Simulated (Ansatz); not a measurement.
```yaml
crystal:
  periodic: [false, false, false]
  atoms:
    - {symbol: C, position_ang: [-1.011422, 0.677609, -0.906142]}
    - {symbol: Si, position_ang: [-0.143721, -0.646638, 0.090983]}
    - {symbol: P, position_ang: [1.255918, 0.329450, 1.570375]}
    - {symbol: H, position_ang: [-1.729046, 0.230130, -1.597781]}
    - {symbol: H, position_ang: [-0.293366, 1.256957, -1.491129]}
    - {symbol: H, position_ang: [-1.550293, 1.365089, -0.250530]}
    - {symbol: H, position_ang: [0.563787, -1.592372, -0.816077]}
    - {symbol: H, position_ang: [-1.129534, -1.427509, 0.888341]}
    - {symbol: H, position_ang: [1.888898, -0.890883, 1.928289]}
    - {symbol: H, position_ang: [2.231679, 0.646869, 0.586774]}
basis:
  gaussian: {orbitals: "6-31G*"}
hamiltonian: {xc: {name: HF}}
correlation: {method: mp2, frozen_orbitals: {C: 0}}
output: {forces: true}
```

```sh
$ ansatz run in.yaml --threads 2 --pin off --events-out ev --progress --plain --max-ram 4352MiB
```

(1) How does Ansatz answer? (Best estimate.)

Results:

(1) Ansatz gave: The program refused the input.
```
Functional definition: HF
Error: "frozen_orbitals" has no count for Si
```
